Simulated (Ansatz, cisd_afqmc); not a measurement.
System: Si2H5, charge 0, doublet. Si2H5 (SMILES [SiH3][SiH2], doublet).
B3LYP-D3(BJ)/def2-TZVP minimum from Ansatz (a quantum-chemistry and plane-wave program):
```xyz
7

Si     0.0124     0.0207     1.2119
Si    -0.0099     0.0487    -1.1206
H     -1.2086    -0.5655     1.8221
H      1.2176    -0.6195     1.7989
H     -0.0369    -1.3162    -1.7072
H     -1.2105     0.7840    -1.5839
H      1.2034     0.7464    -1.6084
```
Charge 0, spin multiplicity 2.

Total energies in cc-pV(D+d)Z, 13 correlated electrons, 10 frozen orbitals. Radicals and triplets start from unrestricted determinants; spin-orbit coupling is neglected. Correlated methods leave the cores frozen. No relativity. AFQMC is phaseless with a CISD trial state; ± is one standard error, without the phaseless bias. Outlying blocks are dropped, and bars are widened where a walk drifts. Over all cases where full CI ran beside it in this data, AFQMC minus full CI had a median of +0.1 mEh and passed +0.4 mEh in a tenth of the cases.

| method | program | energy (Eh) | minus CCSDT(Q) (mEh) |
|---|---|---|---|
| HF | Ansatz | -580.73570 | 247.62 |
| MP2 | Ansatz | -580.92786 | 55.47 |
| CCSD | Ansatz | -580.97604 | 7.29 |
| CCSD(T) | Ansatz | -580.98183 | 1.49 |
| CCSDT(Q) | Ansatz | -580.98332 | 0.00 |
| AFQMC/CISD | cisd_afqmc | -580.9823 ± 0.0005 | 1.0 ± 0.5 |

Rough core times of Ansatz's runs on a shared machine: CCSD(T) under 20 s, CCSDT(Q) 5 min.
